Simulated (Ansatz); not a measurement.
**NH2 (SMILES [NH2]): UHSE06/6-31G(d) (spherical functions)**

Aim: the energy change on altering one bond length of NH2 at UHSE06/6-31G* (spherical functions), from 2 runs. 

The results are computed with Ansatz 0.2.0.

48 further runs of the same task are left out: 48 set aside as unsound or not needed.

## (1) The structure to begin with

The species is NH2 (3 atoms), meant as a doublet with charge 0. As SMILES, `[NH2]`. The shape is that of a GFN2-xTB optimisation.

Bond lengths: N1–H2 1.014 Å, N1–H3 1.014 Å. Angles: H2–N1–H3 110.0°.

## (2) A single-point energy at UHSE06/6-31G(d) (spherical functions)

File molecule.yaml:

```yaml
crystal:
  periodic: [false, false, false]
  atoms:
    - {symbol: "N", position_ang: [0.307180, -0.182210, 0.151440]}
    - {symbol: H, position_ang: [0.155580, 0.820260, 0.174790]}
    - {symbol: H, position_ang: [-0.462760, -0.638040, -0.326220]}
basis:
  gaussian:
    orbitals: 6-31G_st_-spherical.json
magnetization:
  spin_polarized: true
  initial_magnetization: 1
hamiltonian:
  xc: hse06
accuracy: high
```

The basis set 6-31G* is read from a file made from the Basis Set Exchange's data (not shown).

Command:

```bash
$ ansatz run molecule.yaml --threads 1 --pin off --max-ram 2610MiB --events-out events.jsonl --progress --plain --runs-dir runs
```

Standard output:

```text
Warning: RAYON_NUM_THREADS=1 ignored (pool sized by the plan → 1); use --threads N
Functional definition: HSE06
  name "HSE06"
  parameter a = 0.25
  parameter omega = 0.11/bohr
  exchange = pbe_x - a*pbe_x_sr(omega) + a*exact_x_sr(omega)
  correlation = pbe_c
330 factors; integrals over basis functions are off by at most 4.2e-9 eV
46 factors; integrals over basis functions are off by at most 6.2e-10 eV
mean field evaluation 1: about -1516.5097 eV, gradient 2.1e1 eV
mean field evaluation 2: about -1516.1676 eV, gradient 2.2e1 eV
mean field evaluation 4: about -1518.3508 eV, gradient 1.0e-1 eV
mean field evaluation 8: about -1518.3480 eV, gradient 5.0e-4 eV
mean field evaluation 16: about -1518.3480 eV, gradient 2.1e-8 eV
mean field -1518.34798384 eV, -55.7982592330 hartree, gradient 2.1e-8 eV, S^2 0.753078; 0 other end points of the search recorded, 0 dependent functions left out
reference -1518.34798515 eV, -55.7982592809 hartree; 5, 4 occupied and 13, 14 virtual orbitals, 330 factors
Total energy: -1518.34798515 eV, -55.7982592809 hartree
```

It took 0.91 s on 1 thread of Arm Neoverse V1, shared host.

## (3) The distorted shape, same level

File molecule.yaml:

```yaml
crystal:
  periodic: [false, false, false]
  atoms:
    - symbol: N
      position_ang: [0.345084, -0.432856, 0.145602]
    - symbol: H
      position_ang: [0.155580, 0.820260, 0.174790]
    - symbol: H
      position_ang: [-0.424856, -0.888686, -0.332058]
basis:
  gaussian:
    orbitals: 6-31G_st_-spherical.json
magnetization:
  spin_polarized: true
  initial_magnetization: 1
hamiltonian:
  xc: hse06
accuracy: high
```

The basis set 6-31G* is read from a file made from the Basis Set Exchange's data (not shown).

Command:

```bash
$ ansatz run molecule.yaml --threads 1 --pin off --max-ram 2610MiB --events-out events.jsonl --progress --plain --runs-dir runs
```

Standard output, cut to the lines that bear on the results:

```text
Warning: RAYON_NUM_THREADS=1 ignored (pool sized by the plan → 1); use --threads N
[... 6 set-up lines as earlier in the session ...]
333 factors; integrals over basis functions are off by at most 4.4e-9 eV
46 factors; integrals over basis functions are off by at most 6.8e-10 eV
mean field evaluation 1: about -1515.7327 eV, gradient 2.0e1 eV
mean field evaluation 2: about -1514.3735 eV, gradient 2.5e1 eV
mean field evaluation 4: about -1517.5961 eV, gradient 2.0e-1 eV
mean field evaluation 8: about -1517.5928 eV, gradient 7.8e-3 eV
mean field evaluation 16: about -1517.5928 eV, gradient 2.9e-7 eV
mean field -1517.59278012 eV, -55.7705060080 hartree, gradient 4.3e-8 eV, S^2 0.754891; 0 other end points of the search recorded, 0 dependent functions left out
reference -1517.59278139 eV, -55.7705060547 hartree; 5, 4 occupied and 13, 14 virtual orbitals, 333 factors
Total energy: -1517.59278139 eV, -55.7705060547 hartree
```

Run time: 0.99 s. Hardware: 1 thread of Arm Neoverse V1, shared host.

## (4) Summary of results

Level: UHSE06/6-31G* (spherical functions).

| quantity | value |
| --- | --- |
| first shape: total energy | -55.79826 Eh |
| first shape: ⟨S²⟩ | 0.753 |
| distorted shape: total energy | -55.77051 Eh |
| distorted shape: ⟨S²⟩ | 0.755 |
| energy change with the N1–H2 bond stretched from 1.014 to 1.268 Å | 0.755 eV |

**Reading.** With the N1–H2 bond stretched from 1.014 to 1.268 Å the energy rises by 0.76 eV (17.4 kcal/mol). The first shape isn't relaxed at this level, so the change isn't measured from a minimum.
